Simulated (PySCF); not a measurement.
C₂H₆S, SMILES CCS (connectivity only; charge and spin as stated), charge +1, multiplicity 2.

The structure is a stationary point at TPSSh-D3(BJ)/def2-TZVP. A frequency run showed that this geometry is not a minimum. The spin state was assumed, not searched. Other conformers were not sampled.

Two levels are set side by side: PBE/def2-TZVPD (PySCF) and ωB97X/def2-TZVPD (PySCF). Same geometry, gas phase. Differences are taken from unrounded values.

| quantity | ωB97X |
|---|---|
| α-spin orbital gap (eV) | 13.71 |
| β-spin orbital gap (eV) | 8.86 |
| mean polarisability (bohr³) | 40.2 |

### Question
What does PBE give, and how far is it from ωB97X? (Estimate from the structure and the level; the computed values follow.)

### Answer

```json
[
 {"quantity": "α-spin orbital gap (eV)", "PBE": "6.64", "PBE minus ωB97X": "-7.07"},
 {"quantity": "β-spin orbital gap (eV)", "PBE": "1.87", "PBE minus ωB97X": "-6.99"},
 {"quantity": "mean polarisability (bohr³)", "PBE": "43.5", "PBE minus ωB97X": "3.2"}
]
```

Loosely held outer electrons make PBE densities more polarisable. Differences between two approximate levels are no errors against the true value.

Rough cost on one machine, each run with all the roots and properties that it gave: ωB97X against PBE within a factor of 2.
